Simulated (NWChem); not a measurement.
**Extrapolating the CCSD correlation energy of Be**

```xyz
1

Be     0.0000     0.0000     0.0000
```
Charge 0, spin multiplicity 1.

The numbers come from NWChem runs, not from measurements.

The correlated methods keep 1 core orbital frozen. No row is a measurement; the coupled-cluster row has its own basis-set and correlation limits.

Worked example. The CCSD correlation energy is -45.55 mHa in cc-pVTZ and -45.98 mHa in cc-pVQZ. The form E(X) = E∞ + A/X³ turns the pair into an estimate of the basis-set limit.

E∞ = (4³·(-45.98) − 3³·(-45.55))/(4³ − 3³) = -46.3 mHa. The larger basis holds 99 % of that. This is a two-point estimate.
